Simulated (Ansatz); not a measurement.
A nudged elastic band was laid between two geometries of CH2OS (5 atoms, charge 0, multiplicity 1).

Computed with RKS r2SCAN-D4/def2-SVPD (Ansatz 0.2.0).

| Quantity | Value |
| --- | --- |
| movable images | 5 |
| climbing image | yes |
| spring | 5.0 eV/Å² |
| optimiser | quadratic models (default) |
| start path | through a guess of the saddle point |
| force threshold | 0.03 eV/Å |
| iteration limit | 60 |
| end points | relaxed |

First end point:

```xyz
5
Properties=species:S:1:pos:R:3
H -0.527 -1.639 -0.344
S 0.592 -0.945 -0.659
C 0.066 0.548 0.171
H 0.840 1.344 0.073
O -0.971 0.692 0.759
```

Last end point:

```xyz
5
Properties=species:S:1:pos:R:3
H -1.155 -0.877 0.264
S 1.188 -0.764 -0.897
C 0.285 0.285 -0.040
H 0.593 1.316 0.189
O -0.911 0.041 0.484
```

Task: What changes between the two ends?

Result: Bonds broken: H1–S2. Bonds formed: H1–O5.

Task: What energy profile does the band end with?

Result: The forces met the threshold. The highest image is number 3 of 0 to 6, 125.5 kJ/mol above the first end and 117.0 kJ/mol above the last; the last end lies 8.5 kJ/mol above the first. A vibrational analysis at the climbing image gives one clearly imaginary mode, 1607i cm⁻¹: a first-order saddle point. The orbitals stay closed-shell, which can raise the energy where a bond breaks towards radicals; this wasn't checked here.

```json
{"image": "0", "path coordinate (Å)": "0.00", "energy (kJ/mol)": "0.0", "H1–S2 (Å)": "1.35", "H1–O5 (Å)": "2.62"}
{"image": "1", "path coordinate (Å)": "0.33", "energy (kJ/mol)": "15.4", "H1–S2 (Å)": "1.36", "H1–O5 (Å)": "2.19"}
{"image": "2", "path coordinate (Å)": "0.65", "energy (kJ/mol)": "69.5", "H1–S2 (Å)": "1.43", "H1–O5 (Å)": "1.76"}
{"image": "3", "path coordinate (Å)": "0.98", "energy (kJ/mol)": "125.5", "H1–S2 (Å)": "1.66", "H1–O5 (Å)": "1.37"}
{"image": "4", "path coordinate (Å)": "1.24", "energy (kJ/mol)": "77.2", "H1–S2 (Å)": "1.93", "H1–O5 (Å)": "1.10"}
{"image": "5", "path coordinate (Å)": "1.51", "energy (kJ/mol)": "24.1", "H1–S2 (Å)": "2.27", "H1–O5 (Å)": "0.99"}
{"image": "6", "path coordinate (Å)": "1.78", "energy (kJ/mol)": "8.5", "H1–S2 (Å)": "2.62", "H1–O5 (Å)": "0.98"}
```

Task: What is the geometry of the highest image?

Result: 
```xyz
5
Properties=species:S:1:pos:R:3:forces:R:3
H -0.720 -1.008 -0.008 0.00 0.00 0.00
S 0.766 -0.969 -0.757 0.00 0.00 0.00
C 0.191 0.399 0.052 -0.01 0.00 0.01
H 0.712 1.365 0.146 0.01 0.00 0.00
O -0.948 0.213 0.567 0.00 0.00 0.00
```

Task: What are the harmonic wavenumbers there?

Result: 1607i, 651, 889, 925, 1017, 1263, 1544, 1760, 3122 cm⁻¹.

The run took 43 s on 2 threads of Intel(R) Xeon(R) 6975P-C (Granite Rapids), on a shared host, peak memory 0.16 GiB.
